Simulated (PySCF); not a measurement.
C2H5NO.

```xyz
9

C      0.2893     1.3794     0.0000
C     -0.1540    -0.0811     0.0000
N      0.8767    -0.9898     0.0000
O     -1.3302    -0.4256     0.0000
H      0.9023     1.6109     0.8954
H      0.9023     1.6109    -0.8954
H     -0.6101     2.0189     0.0000
H      0.6419    -1.9824     0.0000
H      1.8570    -0.7148     0.0000
```

Geometry optimised at PBE-D3(BJ)/def2-SVP. The geometry has at least one imaginary mode, so it is a saddle point at that level. The values are those of a single conformer.

The numbers are results of PBE/pcSseg-1 in PySCF, not measurements. Non-relativistic, no solvent.

Computed absolute GIAO shielding of each atom: isotropic value and principal components (ppm):
| atom | σ(iso) | σ11 | σ22 | σ33 | span |
|---|---|---|---|---|---|
| C1 | 156.1 | 129.7 | 150.9 | 187.6 | 57.9 |
| C2 | 14.1 | -78.6 | 31.9 | 88.9 | 167.4 |
| N3 | 143.2 | 47.3 | 142.3 | 240.1 | 192.9 |
| O4 | -124.5 | -429.0 | -217.2 | 272.7 | 701.7 |
| H5 | 29.0 | 25.8 | 28.3 | 33.0 | 7.1 |
| H6 | 29.0 | 25.8 | 28.3 | 33.0 | 7.1 |
| H7 | 29.5 | 26.2 | 28.0 | 34.1 | 7.9 |
| H8 | 26.8 | 22.2 | 23.9 | 34.4 | 12.1 |
| H9 | 26.4 | 22.2 | 25.4 | 31.6 | 9.5 |
